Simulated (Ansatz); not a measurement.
C3H6F2S, SMILES `CSC(C)(F)F`. The species carries charge 0 and has multiplicity 1.

```xyz
12

C     1.7029    0.5707   -0.4897
S     1.1150   -1.0914   -0.1368
C    -0.6771   -0.8114   -0.2171
C    -1.2526    0.0919    0.8357
F    -1.2298   -2.0463   -0.1108
F    -1.0213   -0.3360   -1.4461
H     2.7834    0.4851   -0.6084
H     1.4978    1.2621    0.3279
H     1.2771    0.9413   -1.4215
H    -2.3320    0.1605    0.6872
H    -0.8221    1.0895    0.7570
H    -1.0411   -0.3161    1.8226
```

(1) List the harmonic frequencies (cm⁻¹, unscaled) at PBE0-D4/def2-TZVP in Ansatz. (Estimate.)

(2) Is this a minimum?

(3) Give the ideal-gas thermochemistry at 298.15 K and 1 bar (rigid rotor, harmonic oscillator; point group C1, symmetry number 1).

## Answers

(1) The calculation gave: 69, 162, 206, 236, 298, 341, 411, 449, 531, 682, 748, 918, 959, 975, 987, 1156, 1179, 1212, 1349, 1407, 1460, 1469, 1476, 1479, 3063, 3075, 3152, 3159, 3163, 3178.

(2) Yes, all 30 modes are real.

(3) Zero-point energy 233.0 kJ/mol; H(298) − E = 254.8 kJ/mol; entropy 352.1 J/(mol·K), of which translation 167.7, rotation 113.9, vibration 70.4; G(298) − E = 149.8 kJ/mol. Modes under 100 cm⁻¹ are hindered rotations or soft bends, so the harmonic entropy is rough.
